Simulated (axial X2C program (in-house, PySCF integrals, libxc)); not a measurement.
# MgP⁺: cheaper levels and CCSD(T), with spin–orbit coupling

Computed with an in-house all-electron X2C program for linear molecules (integrals from PySCF). Two-component (2c) means X2C with spin–orbit coupling and atomic mean-field two-electron Coulomb and Gaunt terms. Basis: P dyall-v3z [8s7p2d1f], Mg dyall-cv3z [9s8p6d3f] (cores contracted in-house); Gaussian nuclei, density fitting, unrestricted open shells. Masses: P 30.974 u, Mg 23.985 u.

State: Ω = 1 (⟨Sz⟩ = 1.00, ⟨Lz⟩ = 0.00 at HF); fragments P + Mg+.

```
    level  Re (Å)  ωe (cm⁻¹)  De (eV)
     PBE0   2.440      359.9     1.50
       HF   2.714      205.1    0.532
     CCSD   2.448      343.2     1.19
BHandHLYP   2.440      353.8     1.36
```

Correlated methods: 6 electrons correlated (number of frozen shells: P 2 s, 1 p; Mg 2 s, 1 p), 214 virtual spin orbitals or spinors in MP2, 68 natural virtuals in coupled cluster.

CCSD(T), same Hamiltonian and basis:

Re = 2.445 Å, ωe = 350.6 cm⁻¹, De = 1.26 eV; T1 = 0.080 (Lee–Taylor normalisation).

Problem. Give the differences from CCSD(T) in the columns below.

Solution. 

| level | ΔRe (Å) | Δωe (cm⁻¹) | ΔDe (eV) |
| --- | --- | --- | --- |
| PBE0 | -0.005 | 9 | 0.24 |
| HF | 0.269 | -146 | -0.73 |
| CCSD | 0.003 | -7 | -0.07 |
| BHandHLYP | -0.005 | 3 | 0.10 |

Occupations by symmetry block were frozen at the best pattern of an incomplete PBE0 search. Dissociation energies refer to the lowest single-determinant-based atoms at the same level and basis. Density functionals use the spin component along the axis (collinear). Coupled cluster ran in a truncated set of natural virtual spinors; the MP2 energy of the rest was added. (T) has no such correction and the atoms are truncated less, which lowers De at CCSD(T) by a hundredth of an eV or more. With several unpaired electrons one determinant need not be a pure state. Open-shell Ω = 0 determinants with evenly filled partner blocks cannot be reached by this program, so the Ω shown need not be the lowest component. This is the Ω = 1 component of a π² triplet; the 0⁺ component is not one determinant and can lie lowest. The determinant is spin-polarised beyond a pure state at some levels (its spin-free form has ⟨S²⟩ too high), which makes Re and μ there less reliable. The T1 diagnostic is large, a sign of multireference character.
